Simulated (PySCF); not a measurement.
H4N2, SMILES NN (connectivity only; charge and spin as stated), charge +1, multiplicity 2.

Geometry optimised at ωB97X-D3(BJ)/def2-TZVP. The multiplicity is an assumed one; other spin states were not compared.

Two levels are set side by side: PBE/def2-TZVPD (PySCF) and B3LYP/def2-TZVPD (PySCF). Same geometry, gas phase. Differences are taken from unrounded values.

| quantity | B3LYP | PBE | PBE minus B3LYP |
|---|---|---|---|
| α-spin orbital gap (eV) | 7.78 | 5.88 | -1.90 |
| β-spin orbital gap (eV) | 8.02 | 6.06 | -1.96 |
| mean polarisability (bohr³) | 16.7 | 16.7 | 0.0 |

Rough cost on one machine, each run with all the roots and properties that it gave: B3LYP against PBE within a factor of 2.
